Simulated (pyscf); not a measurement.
A first-order saddle from PySCF, ωB97X-D3(BJ)/def2-SVP:

```xyz
26

Si     0.2472    -1.2861     2.7122
Si    -0.6385     0.1658     1.1087
Si    -2.6443     1.0859     1.8763
Ge    -0.2647     0.0019    -1.2510
Si    -2.5257    -0.6638    -1.5752
Si     0.9326    -2.0412    -0.9941
H      1.6547    -1.6352     2.3753
H      0.1977    -0.6257     4.0490
H     -0.5936    -2.5165     2.7380
H     -3.7105     0.0481     1.7865
H     -3.0189     2.2668     1.0472
H     -2.4941     1.5123     3.2990
H     -2.8019    -1.0146    -3.0011
H     -3.4283     0.4686    -1.1966
H     -2.9173    -1.8405    -0.7352
H      0.2222    -3.0143    -0.1036
H      2.2742    -1.7869    -0.3859
H      1.1481    -2.7076    -2.3150
Si     0.3541     2.4284     0.0414
Si     2.4702     2.1236    -0.8675
H      0.3274     1.3512     1.4847
H     -0.7528     2.9638    -0.7972
H      0.3736     3.3910     1.2012
H      2.9644     0.7881    -0.4316
H      3.4222     3.1730    -0.3896
H      2.3455     2.1856    -2.3487
```

Surface: singlet, charge 0. Lowest wavenumbers (cm⁻¹): 326i, 24, 35, 48, 69.

Question: Which two sides does it connect, and which bonds change?

Answer: `[SiH3][Si]([SiH3])=[Ge]([SiH3])[SiH3]` + `[SiH3][SiH3]` ⇌ `[SiH3][SiH2][Ge]([SiH3])([SiH3])[SiH]([SiH3])[SiH3]`, an addition across a multiple bond or ene-type step read from left to right: H–Si broken and H–Si, Ge–Si formed. At ωB97M-D3(BJ)/def2-TZVP it lies +10.6 kcal/mol from the left side and +54.1 kcal/mol from the right (each side as separated species at their lowest minima found). On the reactant side the descent ends in a complex (not fully relaxed), 7.7 kcal/mol under the separated species and 15.8 kcal/mol under the saddle at ωB97X-D3(BJ)/def2-TZVP. At the saddle there is also a short Si–Si contact that neither side keeps. At ωB97X-D3(BJ)/def2-TZVP the barrier from the zero used here is 8.1 kcal/mol. This is the saddle that the search found; another between the same sides may lie lower. Elements up to Kr have no core potential and no relativistic terms here.
